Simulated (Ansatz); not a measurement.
# CH6NO+ (SMILES [NH3+]CO): energies and forces away from the minimum, part 2 of 2

Ansatz 0.2.0, Gaussian basis.

## 4. Structure 3, width 0.12 Å

File pbe-tzvpp/in.yaml:

```yaml
crystal:
  periodic: [false, false, false]
  atoms:
    - {symbol: N, position_ang: [-0.528398, 0.679149, -0.516667]}
    - {symbol: C, position_ang: [0.051144, -0.603156, 0.077618]}
    - {symbol: O, position_ang: [0.886492, 0.079301, 1.220039]}
    - {symbol: H, position_ang: [-1.117104, 0.282301, -1.227648]}
    - {symbol: H, position_ang: [0.034325, 1.466245, -0.732060]}
    - {symbol: H, position_ang: [-1.307262, 0.801709, 0.253898]}
    - {symbol: H, position_ang: [0.769410, -0.676334, -0.574329]}
    - {symbol: H, position_ang: [-0.659645, -1.289294, 0.258570]}
    - {symbol: H, position_ang: [1.225790, -0.486842, 1.515484]}
basis:
  gaussian: {orbitals: def2-TZVPP}
total_charge: 1
hamiltonian: {xc: pbe, dispersion: d4}
output: {forces: true}
```

r2scan-tzvpp/in.yaml, as changes to pbe-tzvpp/in.yaml:

```diff
-hamiltonian: {xc: pbe, dispersion: d4}
+hamiltonian: {xc: r2scan, dispersion: d4}
```

pbe0-tzvpp/in.yaml:

```diff
-hamiltonian: {xc: pbe, dispersion: d4}
-output: {forces: true}
+hamiltonian: {xc: pbe0, dispersion: d4}
+output: {forces: true, orbitals: {seedname: orbitals}}
```

wb97mv-tzvpp/in.yaml:

```diff
-hamiltonian: {xc: pbe, dispersion: d4}
+hamiltonian: {xc: {name: wB97M-V}}
```

ccsdt-tzvpp/in.yaml:

```diff
-hamiltonian: {xc: pbe, dispersion: d4}
+correlation: {method: ccsd_t}
```

The same command starts each run, in its folder.

Run with:

```bash
$ ansatz run in.yaml --threads 2 --pin off --events-out ev --progress --plain --max-ram 4352MiB
```

Log of pbe-tzvpp, cut to the lines that bear on the results:

```text
Functional definition: PBE
  name "PBE"
  cite "Perdew, Burke & Ernzerhof, Phys. Rev. Lett. 77, 3865 (1996) doi:10.1103/PhysRevLett.77.3865"
  parent pbe
[...]
840 factors; their error is unknown
[...]
mean field -4656.48647582 eV, -171.1227217063 hartree, gradient 2.5e-5 eV, S^2 0.000000; 0 other end points of the search recorded, 0 dependent functions left out
[...]
reference -4656.48650534 eV, -171.1227227912 hartree; 13, 13 occupied and 164, 164 virtual orbitals, 840 factors
Total energy: -4656.56521876 eV, -171.1256154562 hartree
Atom 0 at    -0.528398     0.679149    -0.516667 Å, force    -5.147495    -3.183548     3.862764 eV/Å
Atom 1 at     0.051144    -0.603156     0.077618 Å, force     3.194794     7.350237     3.420585 eV/Å
Atom 2 at     0.886492     0.079301     1.220039 Å, force   -17.066588    22.043635   -14.449305 eV/Å
Atom 3 at    -1.117104     0.282301    -1.227648 Å, force    -0.286305     0.573359    -1.790085 eV/Å
Atom 4 at     0.034325     1.466245    -0.732060 Å, force     1.072604     1.075003    -0.158805 eV/Å
Atom 5 at    -1.307262     0.801709     0.253898 Å, force     1.700995     1.413297    -1.424356 eV/Å
Atom 6 at     0.769410    -0.676334    -0.574329 Å, force     4.022714    -2.614287    -3.769061 eV/Å
Atom 7 at    -0.659645    -1.289294     0.258570 Å, force    -2.541520    -2.571159     1.004768 eV/Å
Atom 8 at     1.225790    -0.486842     1.515484 Å, force    15.050800   -24.086538    13.303494 eV/Å
Dipole moment:    -0.618870     0.000090    -0.656178 e Å
```

Log of r2scan-tzvpp, cut to the lines that bear on the results:

```text
[... 5 set-up lines as earlier in the session ...]
[...]
840 factors; their error is unknown
[...]
mean field -4659.53408499 eV, -171.2347192776 hartree, gradient 2.9e-5 eV, S^2 0.000000; 0 other end points of the search recorded, 0 dependent functions left out
[...]
reference -4659.53409332 eV, -171.2347195840 hartree; 13, 13 occupied and 164, 164 virtual orbitals, 840 factors
Total energy: -4659.55295476 eV, -171.2354127291 hartree
Atom 0 at    -0.528398     0.679149    -0.516667 Å, force    -5.445716    -3.240305     3.904789 eV/Å
Atom 1 at     0.051144    -0.603156     0.077618 Å, force     3.435368     7.472236     3.328423 eV/Å
Atom 2 at     0.886492     0.079301     1.220039 Å, force   -17.026759    21.518077   -14.437995 eV/Å
Atom 3 at    -1.117104     0.282301    -1.227648 Å, force    -0.075250     0.739970    -1.587836 eV/Å
Atom 4 at     0.034325     1.466245    -0.732060 Å, force     0.898969     0.808947    -0.077799 eV/Å
Atom 5 at    -1.307262     0.801709     0.253898 Å, force     1.936484     1.431929    -1.646097 eV/Å
Atom 6 at     0.769410    -0.676334    -0.574329 Å, force     3.819397    -2.663313    -3.575856 eV/Å
Atom 7 at    -0.659645    -1.289294     0.258570 Å, force    -2.362697    -2.376040     0.989468 eV/Å
Atom 8 at     1.225790    -0.486842     1.515484 Å, force    14.820205   -23.691501    13.102904 eV/Å
Dipole moment:    -0.628691    -0.009095    -0.666044 e Å
```

Log of pbe0-tzvpp, cut to the lines that bear on the results:

```text
[... 5 set-up lines as earlier in the session ...]
[...]
840 factors; their error is unknown
[...]
mean field -4656.82749742 eV, -171.1352540191 hartree, gradient 1.7e-5 eV, S^2 0.000000; 0 other end points of the search recorded, 0 dependent functions left out
[...]
reference -4656.82751933 eV, -171.1352548242 hartree; 13, 13 occupied and 164, 164 virtual orbitals, 840 factors
Total energy: -4656.89167030 eV, -171.1376123290 hartree
Atom 0 at    -0.528398     0.679149    -0.516667 Å, force    -5.385855    -3.452173     4.039681 eV/Å
Atom 1 at     0.051144    -0.603156     0.077618 Å, force     3.464023     7.958773     3.565377 eV/Å
Atom 2 at     0.886492     0.079301     1.220039 Å, force   -17.265847    21.365799   -14.764311 eV/Å
Atom 3 at    -1.117104     0.282301    -1.227648 Å, force    -0.054636     0.752572    -1.570408 eV/Å
Atom 4 at     0.034325     1.466245    -0.732060 Å, force     0.886268     0.796805    -0.082363 eV/Å
Atom 5 at    -1.307262     0.801709     0.253898 Å, force     1.987863     1.409332    -1.698530 eV/Å
Atom 6 at     0.769410    -0.676334    -0.574329 Å, force     3.867936    -2.683662    -3.632199 eV/Å
Atom 7 at    -0.659645    -1.289294     0.258570 Å, force    -2.372395    -2.420413     0.985847 eV/Å
Atom 8 at     1.225790    -0.486842     1.515484 Å, force    14.872642   -23.727032    13.156907 eV/Å
Dipole moment:    -0.633400    -0.011841    -0.668525 e Å
```

wb97mv-tzvpp printed, cut to the lines that bear on the results:

```text
[... 5 set-up lines as earlier in the session ...]
  # Of w^i u^j: cxij and so on, Table III.
[...]
  gx(w, u) = 1 - cx + cx01*u + cx10*w
  gss(w, u) = css00 + css04*u^4 + css10*w + css20*w^2 + css43*w^4*u^3
  gos(w, u) = cos00 + cos10*w + (cos20 + cos21*u)*w^2 + (cos60 + cos61*u)*w^6
[...]
      + integral(e_c_pw_mod_opposite_spin*gos(b97_w_opposite, b97_u_opposite)) + vv10(b, c)
840 factors; their error is unknown
222 factors; integrals over basis functions are off by at most 8.9e-6 eV
[...]
Total energy: -4660.05984150 eV, -171.2540404731 hartree
Atom 0 at    -0.528398     0.679149    -0.516667 Å, force    -5.414530    -3.308163     3.963370 eV/Å
Atom 1 at     0.051144    -0.603156     0.077618 Å, force     3.468107     7.659885     3.488413 eV/Å
Atom 2 at     0.886492     0.079301     1.220039 Å, force   -17.187459    21.354243   -14.668040 eV/Å
Atom 3 at    -1.117104     0.282301    -1.227648 Å, force    -0.053761     0.764465    -1.563074 eV/Å
Atom 4 at     0.034325     1.466245    -0.732060 Å, force     0.876784     0.794955    -0.084169 eV/Å
Atom 5 at    -1.307262     0.801709     0.253898 Å, force     1.973373     1.406922    -1.686177 eV/Å
Atom 6 at     0.769410    -0.676334    -0.574329 Å, force     3.762427    -2.682166    -3.555049 eV/Å
Atom 7 at    -0.659645    -1.289294     0.258570 Å, force    -2.279766    -2.334203     0.953796 eV/Å
Atom 8 at     1.225790    -0.486842     1.515484 Å, force    14.854826   -23.655938    13.150930 eV/Å
Dipole moment:    -0.633618    -0.017395    -0.669909 e Å
```

Output in ccsdt-tzvpp, cut to the lines that bear on the results:

```text
[... 4 set-up lines as earlier in the session ...]
[...]
1033 factors; integrals over basis functions are off by at most 8.7e-4 eV
[...]
mean field -4634.99976040 eV, -170.3330994790 hartree, gradient 2.9e-6 eV, S^2 0.000000; 0 other end points of the search recorded, 0 dependent functions left out
3 core orbitals not correlated: weight in the atoms' cores, before any rotation towards them, 1.000 or more for the frozen orbitals, at most 0.000 for the correlated occupied ones
reference -4634.99976040 eV, -170.3330994790 hartree; 10, 10 occupied and 164, 164 virtual orbitals, 1033 factors
second order -17.09046011 eV of doubles, -0.00000000 eV of singles
cycle   1  -17.35807994 eV  change   -2.7e-1 eV  update   7.4e-2
[...]
cycle  10  -17.79939122 eV  change    6.7e-6 eV  update   7.0e-6
perturbative correction -0.62064904 eV, -0.0228084314 hartree
[...]
working
working
Total energy: -4653.41980065 eV, -171.0100234728 hartree
Atom 0 at    -0.528398     0.679149    -0.516667 Å, force    -5.413486    -3.241186     3.961402 eV/Å
Atom 1 at     0.051144    -0.603156     0.077618 Å, force     3.443645     7.546544     3.408353 eV/Å
Atom 2 at     0.886492     0.079301     1.220039 Å, force   -17.143869    21.625319   -14.532338 eV/Å
Atom 3 at    -1.117104     0.282301    -1.227648 Å, force    -0.075831     0.746505    -1.610521 eV/Å
Atom 4 at     0.034325     1.466245    -0.732060 Å, force     0.880417     0.796205    -0.082181 eV/Å
Atom 5 at    -1.307262     0.801709     0.253898 Å, force     1.932467     1.426914    -1.643983 eV/Å
Atom 6 at     0.769410    -0.676334    -0.574329 Å, force     3.825344    -2.729410    -3.624522 eV/Å
Atom 7 at    -0.659645    -1.289294     0.258570 Å, force    -2.330902    -2.366073     0.968718 eV/Å
Atom 8 at     1.225790    -0.486842     1.515484 Å, force    14.882215   -23.804818    13.155071 eV/Å
Dipole moment:    -0.629053    -0.012043    -0.668358 e Å
```

Wall times: 1.9 s (pbe-tzvpp), 3.4 s (r2scan-tzvpp), 2.4 s (pbe0-tzvpp), 7.5 s (wb97mv-tzvpp), 3.1 min (ccsdt-tzvpp) on 2 threads of Arm Neoverse V1, shared host; peak memory 3.1 GiB.

```csv
method,RMS force component (eV/Å),RMS error against CCSD(T) (eV/Å),angle to CCSD(T) forces (°)
PBE-D4,8.947,0.192,1.2
r2SCAN-D4,8.836,0.054,0.2
PBE0-D4,8.895,0.123,0.8
wB97M-V,8.855,0.078,0.5
CCSD(T),8.882,reference,reference
```

## 5. Structure 4, width 0.06 Å

File pbe-tzvpp/in.yaml:

```yaml
crystal:
  periodic: [false, false, false]
  atoms:
    - {symbol: N, position_ang: [-0.606058, 0.703126, -0.491409]}
    - {symbol: C, position_ang: [0.215591, -0.483932, 0.073126]}
    - {symbol: O, position_ang: [0.843164, -0.001846, 1.152784]}
    - {symbol: H, position_ang: [-1.069590, 0.520040, -1.300522]}
    - {symbol: H, position_ang: [0.139265, 1.381174, -0.690966]}
    - {symbol: H, position_ang: [-1.220105, 1.004103, 0.206659]}
    - {symbol: H, position_ang: [0.993418, -0.773197, -0.793053]}
    - {symbol: H, position_ang: [-0.443455, -1.326203, 0.244225]}
    - {symbol: H, position_ang: [1.380511, -0.627583, 1.705024]}
basis:
  gaussian: {orbitals: def2-TZVPP}
total_charge: 1
hamiltonian: {xc: pbe, dispersion: d4}
output: {forces: true}
```

r2scan-tzvpp/in.yaml differs from pbe-tzvpp/in.yaml so:

```diff
-hamiltonian: {xc: pbe, dispersion: d4}
+hamiltonian: {xc: r2scan, dispersion: d4}
```

pbe0-tzvpp/in.yaml:

```diff
-hamiltonian: {xc: pbe, dispersion: d4}
-output: {forces: true}
+hamiltonian: {xc: pbe0, dispersion: d4}
+output: {forces: true, orbitals: {seedname: orbitals}}
```

wb97mv-tzvpp/in.yaml:

```diff
-hamiltonian: {xc: pbe, dispersion: d4}
+hamiltonian: {xc: {name: wB97M-V}}
```

ccsdt-tzvpp/in.yaml:

```diff
-hamiltonian: {xc: pbe, dispersion: d4}
+correlation: {method: ccsd_t}
```

One command serves all of them, each in its own folder.

Run with:

```bash
$ ansatz run in.yaml --threads 2 --pin off --events-out ev --progress --plain --max-ram 4352MiB
```

pbe-tzvpp printed, cut to the lines that bear on the results:

```text
[... 4 set-up lines as earlier in the session ...]
[...]
840 factors; their error is unknown
[...]
mean field -4660.84737214 eV, -171.2829816905 hartree, gradient 2.6e-5 eV, S^2 0.000000; 0 other end points of the search recorded, 0 dependent functions left out
[...]
reference -4660.84740272 eV, -171.2829828142 hartree; 13, 13 occupied and 164, 164 virtual orbitals, 840 factors
Total energy: -4660.92578516 eV, -171.2858633155 hartree
Atom 0 at    -0.606058     0.703126    -0.491409 Å, force     4.310931    -0.631819     2.094873 eV/Å
Atom 1 at     0.215591    -0.483932     0.073126 Å, force     1.624059    -1.388852    -2.869684 eV/Å
Atom 2 at     0.843164    -0.001846     1.152784 Å, force     0.755212     0.872850     1.823134 eV/Å
Atom 3 at    -1.069590     0.520040    -1.300522 Å, force    -1.973946    -1.071546    -3.384218 eV/Å
Atom 4 at     0.139265     1.381174    -0.690966 Å, force    -0.335791     0.632449     0.145645 eV/Å
Atom 5 at    -1.220105     1.004103     0.206659 Å, force    -1.463439     1.114639     1.696356 eV/Å
Atom 6 at     0.993418    -0.773197    -0.793053 Å, force    -1.628189     0.487801     1.268245 eV/Å
Atom 7 at    -0.443455    -1.326203     0.244225 Å, force    -0.581965    -0.329801     0.054019 eV/Å
Atom 8 at     1.380511    -0.627583     1.705024 Å, force    -0.706871     0.314279    -0.828371 eV/Å
Dipole moment:    -0.381302     0.098021    -0.459901 e Å
```

Output in r2scan-tzvpp, cut to the lines that bear on the results:

```text
[... 5 set-up lines as earlier in the session ...]
[...]
840 factors; their error is unknown
[...]
mean field -4663.82262895 eV, -171.3923203615 hartree, gradient 1.9e-5 eV, S^2 0.000000; 0 other end points of the search recorded, 0 dependent functions left out
[...]
reference -4663.82263798 eV, -171.3923206932 hartree; 13, 13 occupied and 164, 164 virtual orbitals, 840 factors
Total energy: -4663.84153856 eV, -171.3930152769 hartree
Atom 0 at    -0.606058     0.703126    -0.491409 Å, force     4.300467    -0.501102     2.081911 eV/Å
Atom 1 at     0.215591    -0.483932     0.073126 Å, force     1.727349    -1.539166    -2.878707 eV/Å
Atom 2 at     0.843164    -0.001846     1.152784 Å, force     0.771716     0.622782     1.790936 eV/Å
Atom 3 at    -1.069590     0.520040    -1.300522 Å, force    -1.806667    -1.019976    -3.092368 eV/Å
Atom 4 at     0.139265     1.381174    -0.690966 Å, force    -0.585957     0.430961     0.219835 eV/Å
Atom 5 at    -1.220105     1.004103     0.206659 Å, force    -1.246219     1.022639     1.458876 eV/Å
Atom 6 at     0.993418    -0.773197    -0.793053 Å, force    -1.791311     0.567741     1.460710 eV/Å
Atom 7 at    -0.443455    -1.326203     0.244225 Å, force    -0.441165    -0.109763     0.038245 eV/Å
Atom 8 at     1.380511    -0.627583     1.705024 Å, force    -0.928213     0.525884    -1.079439 eV/Å
Dipole moment:    -0.386168     0.094574    -0.466959 e Å
```

pbe0-tzvpp printed, cut to the lines that bear on the results:

```text
[... 5 set-up lines as earlier in the session ...]
[...]
840 factors; their error is unknown
[...]
mean field -4661.18307237 eV, -171.2953184461 hartree, gradient 1.0e-5 eV, S^2 0.000000; 0 other end points of the search recorded, 0 dependent functions left out
[...]
reference -4661.18309471 eV, -171.2953192671 hartree; 13, 13 occupied and 164, 164 virtual orbitals, 840 factors
Total energy: -4661.24705990 eV, -171.2976699446 hartree
Atom 0 at    -0.606058     0.703126    -0.491409 Å, force     4.473924    -0.704038     2.194705 eV/Å
Atom 1 at     0.215591    -0.483932     0.073126 Å, force     1.673653    -1.217311    -2.891815 eV/Å
Atom 2 at     0.843164    -0.001846     1.152784 Å, force     0.759747     0.412754     1.690165 eV/Å
Atom 3 at    -1.069590     0.520040    -1.300522 Å, force    -1.812731    -1.014887    -3.092923 eV/Å
Atom 4 at     0.139265     1.381174    -0.690966 Å, force    -0.610823     0.404314     0.222294 eV/Å
Atom 5 at    -1.220105     1.004103     0.206659 Å, force    -1.242630     1.018049     1.443316 eV/Å
Atom 6 at     0.993418    -0.773197    -0.793053 Å, force    -1.832600     0.578445     1.535058 eV/Å
Atom 7 at    -0.443455    -1.326203     0.244225 Å, force    -0.415646    -0.100597     0.040331 eV/Å
Atom 8 at     1.380511    -0.627583     1.705024 Å, force    -0.992896     0.623271    -1.141131 eV/Å
Dipole moment:    -0.386454     0.087400    -0.475387 e Å
```

Output in wb97mv-tzvpp, cut to the lines that bear on the results:

```text
[... 5 set-up lines as earlier in the session ...]
  # Of w^i u^j: cxij and so on, Table III.
[...]
  gx(w, u) = 1 - cx + cx01*u + cx10*w
  gss(w, u) = css00 + css04*u^4 + css10*w + css20*w^2 + css43*w^4*u^3
  gos(w, u) = cos00 + cos10*w + (cos20 + cos21*u)*w^2 + (cos60 + cos61*u)*w^6
[...]
      + integral(e_c_pw_mod_opposite_spin*gos(b97_w_opposite, b97_u_opposite)) + vv10(b, c)
840 factors; their error is unknown
222 factors; integrals over basis functions are off by at most 9.6e-6 eV
[...]
Total energy: -4664.34481028 eV, -171.4115101713 hartree
Atom 0 at    -0.606058     0.703126    -0.491409 Å, force     4.384980    -0.613155     2.146847 eV/Å
Atom 1 at     0.215591    -0.483932     0.073126 Å, force     1.579431    -1.542216    -3.131331 eV/Å
Atom 2 at     0.843164    -0.001846     1.152784 Å, force     0.860312     0.558582     1.883112 eV/Å
Atom 3 at    -1.069590     0.520040    -1.300522 Å, force    -1.805023    -0.995230    -3.071739 eV/Å
Atom 4 at     0.139265     1.381174    -0.690966 Å, force    -0.607139     0.409951     0.219242 eV/Å
Atom 5 at    -1.220105     1.004103     0.206659 Å, force    -1.235010     1.015421     1.431729 eV/Å
Atom 6 at     0.993418    -0.773197    -0.793053 Å, force    -1.867442     0.597456     1.591996 eV/Å
Atom 7 at    -0.443455    -1.326203     0.244225 Å, force    -0.353291    -0.022375     0.031703 eV/Å
Atom 8 at     1.380511    -0.627583     1.705024 Å, force    -0.956818     0.591567    -1.101559 eV/Å
Dipole moment:    -0.388210     0.083379    -0.477863 e Å
```

Output in ccsdt-tzvpp, cut to the lines that bear on the results:

```text
[... 4 set-up lines as earlier in the session ...]
[...]
1047 factors; integrals over basis functions are off by at most 8.4e-4 eV
[...]
mean field -4639.35014109 eV, -170.4929730207 hartree, gradient 2.1e-6 eV, S^2 0.000000; 0 other end points of the search recorded, 0 dependent functions left out
3 core orbitals not correlated: weight in the atoms' cores, before any rotation towards them, 1.000 or more for the frozen orbitals, at most 0.000 for the correlated occupied ones
reference -4639.35014109 eV, -170.4929730207 hartree; 10, 10 occupied and 164, 164 virtual orbitals, 1047 factors
second order -17.01818105 eV of doubles, -0.00000000 eV of singles
cycle   1  -17.29744825 eV  change   -2.8e-1 eV  update   7.1e-2
[...]
cycle   9  -17.72443305 eV  change   -1.2e-7 eV  update   9.6e-6
perturbative correction -0.60133834 eV, -0.0220987765 hartree
[...]
working
working
Total energy: -4657.67591248 eV, -171.1664326977 hartree
Atom 0 at    -0.606058     0.703126    -0.491409 Å, force     4.400434    -0.611006     2.177461 eV/Å
Atom 1 at     0.215591    -0.483932     0.073126 Å, force     1.538354    -1.698852    -3.263660 eV/Å
Atom 2 at     0.843164    -0.001846     1.152784 Å, force     0.932659     0.777623     2.085124 eV/Å
Atom 3 at    -1.069590     0.520040    -1.300522 Å, force    -1.816457    -1.021893    -3.102120 eV/Å
Atom 4 at     0.139265     1.381174    -0.690966 Å, force    -0.586436     0.427577     0.225733 eV/Å
Atom 5 at    -1.220105     1.004103     0.206659 Å, force    -1.240344     1.025873     1.454764 eV/Å
Atom 6 at     0.993418    -0.773197    -0.793053 Å, force    -1.856630     0.598305     1.556817 eV/Å
Atom 7 at    -0.443455    -1.326203     0.244225 Å, force    -0.385864    -0.035771     0.030833 eV/Å
Atom 8 at     1.380511    -0.627583     1.705024 Å, force    -0.985716     0.538145    -1.164951 eV/Å
Dipole moment:    -0.395734     0.085727    -0.486417 e Å
```

They took 1.8 s (pbe-tzvpp), 3.5 s (r2scan-tzvpp), 2.5 s (pbe0-tzvpp), 7.5 s (wb97mv-tzvpp), 3.1 min (ccsdt-tzvpp) on 2 threads of Arm Neoverse V1, shared host; peak memory 3.2 GiB.

```csv
method,RMS force component (eV/Å),RMS error against CCSD(T) (eV/Å),angle to CCSD(T) forces (°)
PBE-D4,1.614,0.214,7.3
r2SCAN-D4,1.590,0.123,3.6
PBE0-D4,1.606,0.165,5.5
wB97M-V,1.626,0.075,2.3
CCSD(T),1.661,reference,reference
```

## 6. All structures together

Energy above the minimum (eV):

```csv
structure,width (Å),PBE-D4,r2SCAN-D4,PBE0-D4,wB97M-V,Hartree-Fock,MP2,CCSD,CCSD(T)
1,0.09,1.143,1.161,1.195,1.157,1.263,1.172,1.182,1.165
2,0.09,2.271,2.247,2.261,2.282,2.286,2.332,2.289,2.286
3,0.12,4.848,4.781,4.856,4.791,4.862,4.811,4.802,4.780
4,0.06,0.487,0.493,0.501,0.506,0.512,0.533,0.526,0.524
```

Miss and cost, level by level (times from a shared host):

```csv
method,mean energy error from CCSD(T) (eV),mean time a point
PBE-D4,0.035,1.8 s
r2SCAN-D4,0.019,3.5 s
PBE0-D4,0.039,2.5 s
wB97M-V,0.010,7.5 s
Hartree-Fock,0.048,part of the CCSD(T) run
MP2,0.023,part of the CCSD(T) run
CCSD,0.011,part of the CCSD(T) run
CCSD(T),0,3.1 min
```

The best functional, wB97M-V, misses by 0.010 eV and takes 7.5 s a point, against 3.1 min for CCSD(T).

## 7. Results

This closing draws on all 2 parts.

```
                         quantity                                                                                                      value
energy above the minimum, CCSD(T)                                                                              1.165, 2.286, 4.780, 0.524 eV
                mean energy error  PBE-D4 0.035, r2SCAN-D4 0.019, PBE0-D4 0.039, wB97M-V 0.010, Hartree-Fock 0.048, MP2 0.023, CCSD 0.011 eV
             mean RMS force error                                           PBE-D4 0.206, r2SCAN-D4 0.088, PBE0-D4 0.148, wB97M-V 0.071 eV/Å
            largest T1 diagnostic                                                                                                      0.009
```

What this shows: In energy wB97M-V is nearest to CCSD(T) and Hartree-Fock farthest. For forces wB97M-V is best, off by 2 % of the typical force, and PBE-D4 worst (5 %); with few structures and a triple-zeta reference, gaps of a few points rank nothing.
